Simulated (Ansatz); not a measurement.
Ti$_{5}$Si (R32)

All numbers below come from Ansatz 0.2.0, DFT r2SCAN, scalar-relativistic, plane waves, PAW.

Settings: cutoff 500 eV, Γ-centred mesh 12×12×12 on the computed 6-atom cell, Gaussian smearing of 0.10 eV; no spin polarisation.

The structure is relaxed at this level of theory with its symmetry kept. Whether it is the stable form of this composition wasn't checked.

```cif
data_structure
_symmetry_space_group_name_H-M 'P 1'
_symmetry_Int_Tables_number 1
_cell_length_a 5.2911
_cell_length_b 5.2911
_cell_length_c 5.2911
_cell_angle_alpha 56.809
_cell_angle_beta 56.809
_cell_angle_gamma 56.809
_cell_volume 97.03
loop_
_atom_site_label
_atom_site_type_symbol
_atom_site_fract_x
_atom_site_fract_y
_atom_site_fract_z
_atom_site_occupancy
Ti1 Ti 0.15106 0.15106 0.15106 1
Ti2 Ti 0.60369 0.39631 0.00000 1
Ti3 Ti 0.00000 0.60369 0.39631 1
Ti4 Ti 0.84894 0.84894 0.84894 1
Ti5 Ti 0.39631 0.00000 0.60369 1
Si1 Si 0.50000 0.50000 0.50000 1
```

* Space group: R32 (No. 155)
* Volume per atom: 16.17 Å³
* Formation energy from the elements' standard states (uncorrected): -0.318 eV/atom
* Generalised Kohn–Sham band gap: none (metal)
* Density of states at the Fermi level: 4.24 states/eV per cell
* Löwdin character within 0.5 eV of the Fermi level: Ti 3d 89 %, unprojected 5 %
* Bader charges (e): Ti (2 in the cell) 0.63, Ti (3 in the cell) 0.25, Si (1 in the cell) -1.98

Cost: 1 run of about 5.8 core-minutes, on Intel Xeon 6975P-C (Granite Rapids) (shared hosts).